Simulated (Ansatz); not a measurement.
## Energy profile

The step: CH₅ClSi ([CH3][SiH2][Cl]) → SiHCl ([SiH][Cl]) + CH₄; bonds formed: C2–H3; bonds broken: Si1–C2, Si1–H3 (atoms numbered as in the saddle structure below).

```
atom    x (Å)    y (Å)    z (Å)
 Si1  -0.7368   1.1343  -0.1074
  C2   0.3980  -0.7602  -0.2084
  H3   0.0587   0.4257  -1.1692
  H4  -1.7993   0.3334   0.5439
 Cl5   0.4103   2.0174   1.3746
  H6   1.3476  -0.7789  -0.7436
  H7  -0.2656  -1.5507  -0.5521
  H8   0.5870  -0.8210   0.8624
```

Electronic energies by CCSD(T) at an estimated basis limit (MP2 extrapolated from triple and quadruple zeta, plus CCSD(T) − MP2 in triple zeta), on PBE0-D4/def2-TZVP structures; CH₅ClSi, singlet; no counterpoise correction. Ansatz 0.2.0; basis: def2-TZVPP and def2-QZVPP; cores frozen in the correlated methods. Extrapolation: Hartree–Fock as exp(−7.88 √X), correlation as X^−2.97.

Q: Give the profile in kcal/mol, counted from the start structure. (An estimate is asked for; the value comes from the calculation.)

A: By the calculation:
```
                                                                                            point  kcal/mol
                                                                                  start structure      0.00
                                                                                           saddle     76.96
                                                                                    end structure     45.67
separated: SiHCl (linked as [SiH][Cl]; Si1, H4, Cl5; singlet) + CH₄ (C2, H3, H6, H7, H8; singlet)     46.96
```

The T1 diagnostic stays at or below 0.014. The restricted Hartree–Fock reference is unstable towards an unrestricted one at one or more of these structures.

Losses and insertions of silylenes and their heavier kin drive the gas-phase chemistry of silicon and germanium vapour deposition.

For scale, one of the runs: CCSD(T)/def2-TZVPP, 185 basis functions, launched by `ansatz run in.yaml --threads 2 --pin off --events-out ev --progress --plain --max-ram 4352MiB`. The run took 37 s on 2 CPU threads of an Arm Neoverse V1 (shared host), with 1.7 GiB of host memory at its peak.
